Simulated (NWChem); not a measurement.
System: dichloromethane (CH2Cl2); SMILES ClCCl

Here is an NWChem input.

```
start job
memory heap 200 mb stack 900 mb global 1100 mb
geometry units angstroms noautoz
  Cl     1.494325     0.000000     0.212013
  C      0.000000     0.000000    -0.763738
  Cl    -1.494325     0.000000     0.212013
  H      0.000000     0.909676    -1.390204
  H      0.000000    -0.909676    -1.390204
end
basis spherical
  * library def2-svp
end
dft
  xc pbe0
  iterations 150
  mulliken
end
task dft energy
```

Output (shortened):

```
             Northwest Computational Chemistry Package (NWChem) 7.3.0
             --------------------------------------------------------

 C2V symmetry detected

                             Geometry "geometry" -> ""
                             -------------------------

 Output coordinates in angstroms (scale by  1.889725989 to convert to a.u.)

  No.       Tag          Charge          X              Y              Z
 ---- ---------------- ---------- -------------- -------------- --------------
    1 Cl                  17.0000     1.49432500     0.00000000     0.21568905
    2 C                    6.0000     0.00000000     0.00000000    -0.76006195
    3 Cl                  17.0000    -1.49432500     0.00000000     0.21568905
    4 H                    1.0000     0.00000000     0.90967600    -1.38652795
    5 H                    1.0000     0.00000000    -0.90967600    -1.38652795

 Effective nuclear repulsion energy (a.u.)     132.8678576092

      Symmetry information
      --------------------

 Group name             C2v
 Group number             16
 Group order               4
 No. of unique centers     3

                                 NWChem DFT Module
                                 -----------------

 Summary of "ao basis" -> "ao basis" (spherical)
 ------------------------------------------------------------------------------
       Tag                 Description            Shells   Functions and Types
 ---------------- ------------------------------  ------  ---------------------
 Cl                         def2-svp                 8       18   4s3p1d
 C                          def2-svp                 6       14   3s2p1d
 H                          def2-svp                 3        5   2s1p

      Symmetry analysis of basis
      --------------------------

        a1         24
        a2          7
        b1         17
        b2         12

            General Information
            -------------------
          SCF calculation type: DFT
          Wavefunction type:  closed shell.
          No. of atoms     :     5
          No. of electrons :    42
           Alpha electrons :    21
            Beta electrons :    21
          Charge           :     0
          Spin multiplicity:     1
          Use of symmetry is: on ; symmetry adaption is: on
          Maximum number of iterations: 150
          AO basis - number of functions:    60
                     number of shells:    28
          Convergence on energy requested:  1.00D-06
          Convergence on density requested:  1.00D-05
          Convergence on gradient requested:  5.00D-04

              XC Information
              --------------
                         PBE0 Method XC Functional
                     Hartree-Fock (Exact) Exchange  0.250
          PerdewBurkeErnzerhof Exchange Functional  0.750
            Perdew 1991 LDA Correlation Functional  1.000 local
           PerdewBurkeErnz. Correlation Functional  1.000 non-local

             Grid Information
             ----------------
          Grid used for XC integration:  medium
          Radial quadrature: Mura-Knowles
          Angular quadrature: Lebedev.
          Tag              B.-S. Rad. Rad. Pts. Rad. Cut. Ang. Pts.
          ---              ---------- --------- --------- ---------
          Cl                  1.00       88           8.0       590
          C                   0.70       49           7.0       434
          H                   0.35       45           7.0       434
          Grid pruning is: on
          Number of quadrature shells:   182
          Spatial weights used:  Erf1

      Superposition of Atomic Density Guess
      -------------------------------------

 Sum of atomic energies:        -957.27040694

      Non-variational initial energy
      ------------------------------

 Total energy =    -958.093892
 1-e energy   =   -1585.993319
 2-e energy   =     495.031569
 HOMO         =      -0.344473
 LUMO         =       0.064790

      Symmetry analysis of molecular orbitals - initial
      -------------------------------------------------

  Numbering of irreducible representations:

     1 a1          2 a2          3 b1          4 b2

  Orbital symmetries:

     1 b1          2 a1          3 a1          4 a1          5 b1
     6 a1          7 b1          8 b2          9 a1         10 a2
    11 b1         12 a1         13 b1         14 a1         15 b2
    16 a1         17 b1         18 a2         19 a1         20 b1
    21 b2         22 a1         23 b1         24 a1         25 b2
    26 a1         27 b1         28 b2         29 a1         30 b1
    31 a1

     ---------------------------------------------
      Total Density - Mulliken Population Analysis
     ---------------------------------------------

    Atom       Charge   Shell Charges
 -----------   ------   -------------------------------------------------------
    1 Cl  17    17.30   2.00  1.99  1.22  0.72  5.94  2.14  3.26  0.02
    2 C    6     5.61   1.99  0.92  0.24  1.56  0.86  0.04
    3 Cl  17    17.30   2.00  1.99  1.22  0.72  5.94  2.14  3.26  0.02
    4 H    1     0.90   0.69  0.19  0.02
    5 H    1     0.90   0.69  0.19  0.02

   convergence    iter        energy       DeltaE   RMS-Dens  Diis-err
 ---------------- ----- ----------------- --------- --------- ---------
 d= 0,ls=0.0,diis     1   -958.9595138769 -1.09D+03  1.78D-02  5.62D-01
 d= 0,ls=0.0,diis     2   -958.8881935301  7.13D-02  1.13D-02  1.13D+00
 d= 0,ls=0.0,diis     3   -959.0284225901 -1.40D-01  1.06D-03  4.90D-03
 d= 0,ls=0.0,diis     4   -959.0290409044 -6.18D-04  2.41D-04  2.21D-04
 d= 0,ls=0.0,diis     5   -959.0290653721 -2.45D-05  3.30D-05  3.65D-06
 d= 0,ls=0.0,diis     6   -959.0290658817 -5.10D-07  6.87D-06  1.97D-07

         Total DFT energy =     -959.029065881720
      One electron energy =    -1587.293634698458
           Coulomb energy =      557.691451229396
    Exchange-Corr. energy =      -62.294740021892
 Nuclear repulsion energy =      132.867857609234

 Numeric. integr. density =       42.000001367538

                  Occupations of the irreducible representations
                  ----------------------------------------------

                     irrep           alpha         beta
                     --------     --------     --------
                     a1                9.0          9.0
                     a2                2.0          2.0
                     b1                7.0          7.0
                     b2                3.0          3.0

                       DFT Final Molecular Orbital Analysis
                       ------------------------------------

 Vector   19  Occ=2.000000D+00  E=-3.356182D-01  Symmetry=a2
              MO Center=  3.9D-15,  1.3D-17,  2.0D-01, r^2= 3.3D+00
   Bfn.  Coefficient  Atom+Function         Bfn.  Coefficient  Atom+Function
  ----- ------------  ---------------      ----- ------------  ---------------
    12      0.470248  1 Cl py                44     -0.470248  3 Cl py
     9      0.343923  1 Cl py                41     -0.343923  3 Cl py
     6      0.199707  1 Cl py                38     -0.199707  3 Cl py

 Vector   20  Occ=2.000000D+00  E=-3.193204D-01  Symmetry=b1
              MO Center= -9.5D-15, -7.8D-17,  1.8D-01, r^2= 3.4D+00
   Bfn.  Coefficient  Atom+Function         Bfn.  Coefficient  Atom+Function
  ----- ------------  ---------------      ----- ------------  ---------------
    11      0.360343  1 Cl px                43      0.360343  3 Cl px
    13     -0.312064  1 Cl pz                45      0.312064  3 Cl pz
     8      0.263354  1 Cl px                40      0.263354  3 Cl px
    10     -0.238501  1 Cl pz                42      0.238501  3 Cl pz
     5      0.151448  1 Cl px                37      0.151448  3 Cl px

 Vector   21  Occ=2.000000D+00  E=-3.117437D-01  Symmetry=b2
              MO Center=  5.9D-16, -1.5D-15, -1.6D-02, r^2= 3.3D+00
   Bfn.  Coefficient  Atom+Function         Bfn.  Coefficient  Atom+Function
  ----- ------------  ---------------      ----- ------------  ---------------
    12      0.444469  1 Cl py                44      0.444469  3 Cl py
     9      0.319276  1 Cl py                41      0.319276  3 Cl py
    23     -0.192578  2 C  py                51     -0.189794  4 H  s
    56      0.189794  5 H  s                  6      0.184760  1 Cl py
    38      0.184760  3 Cl py                52     -0.092906  4 H  s

 Vector   22  Occ=0.000000D+00  E= 1.339631D-02  Symmetry=a1
              MO Center= -3.1D-14,  4.4D-15, -2.7D-01, r^2= 3.2D+00
   Bfn.  Coefficient  Atom+Function         Bfn.  Coefficient  Atom+Function
  ----- ------------  ---------------      ----- ------------  ---------------
    21      1.404982  2 C  s                 11      0.621952  1 Cl px
    43     -0.621952  3 Cl px                 4     -0.488174  1 Cl s
    36     -0.488174  3 Cl s                 20      0.473796  2 C  s
    52     -0.457130  4 H  s                 57     -0.457130  5 H  s
    27      0.449111  2 C  pz                24      0.347423  2 C  pz

 Vector   23  Occ=0.000000D+00  E= 5.197127D-02  Symmetry=b1
              MO Center=  1.2D-14, -2.3D-16, -4.0D-01, r^2= 2.8D+00
   Bfn.  Coefficient  Atom+Function         Bfn.  Coefficient  Atom+Function
  ----- ------------  ---------------      ----- ------------  ---------------
    25      0.990538  2 C  px                22      0.561112  2 C  px
     4     -0.478494  1 Cl s                 13      0.477168  1 Cl pz
    36      0.478494  3 Cl s                 45     -0.477168  3 Cl pz
    11      0.442981  1 Cl px                43      0.442981  3 Cl px
     3     -0.176504  1 Cl s                 35      0.176504  3 Cl s

[...]
```

Level: PBE0/def2-SVP. All runs use the structure optimised with PBE-D3(BJ)/def2-SVP.
